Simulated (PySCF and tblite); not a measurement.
Values are calculated unless marked as measured or tabulated.
Stationary points of C₄H₆O₂ at PBE0-D3(BJ)/def2-SVP, in Å:

Structure A

```
 1 C    -0.668   -0.962    0.590
 2 C     0.235    0.067   -0.022
 3 C     1.688   -0.066    0.317
 4 O     2.200    0.418    1.290
 5 C    -0.158    1.076   -0.814
 6 O    -1.408    1.366   -1.213
 7 H    -0.654   -0.890    1.690
 8 H    -1.716   -0.860    0.265
 9 H    -0.353   -1.985    0.326
10 H     2.297   -0.693   -0.389
11 H     0.563    1.790   -1.225
12 H    -2.026    0.740   -0.816
```

Structure B

```
 1 C    -0.694   -1.042    0.400
 2 C     0.260    0.044   -0.001
 3 C     1.706   -0.121    0.201
 4 O     2.559    0.689   -0.083
 5 C    -0.150    1.207   -0.557
 6 O    -1.406    1.552   -0.823
 7 H    -1.408   -0.713    1.177
 8 H    -1.279   -1.428   -0.454
 9 H    -0.147   -1.899    0.819
10 H     1.987   -1.106    0.662
11 H     0.578    1.975   -0.836
12 H    -2.003    0.840   -0.557
```

Structure C

```
 1 C    -0.696   -0.864    0.709
 2 C     0.253    0.030   -0.028
 3 C     1.692   -0.151    0.156
 4 O     2.197   -0.985    0.872
 5 C    -0.144    1.012   -0.867
 6 O    -1.401    1.331   -1.163
 7 H    -1.353   -0.303    1.396
 8 H    -1.334   -1.452    0.027
 9 H    -0.110   -1.572    1.312
10 H     2.329    0.560   -0.432
11 H     0.577    1.648   -1.391
12 H    -2.003    0.748   -0.682
```

Geometries: PBE0-D3(BJ)/def2-SVP; energies: revPBE/pcSseg-1 + D3(BJ); zero-point and thermal terms from GFN2-xTB harmonic modes (soft modes blended into free rotors).

Task: Which structure is a saddle point, and along which motion?

Result: A: one imaginary mode (203i cm⁻¹ at GFN2-xTB, mostly on H10, O4, C3), along the rotation about the C3–C2 bond (torsion O4–C3–C2–C1 from -180° to 0°, rising).

Task: Give their symmetry and energies above the lowest.

Result: A C1, 14.9 kcal/mol; B Cs, 2.8 kcal/mol; C Cs, 0.0 kcal/mol.
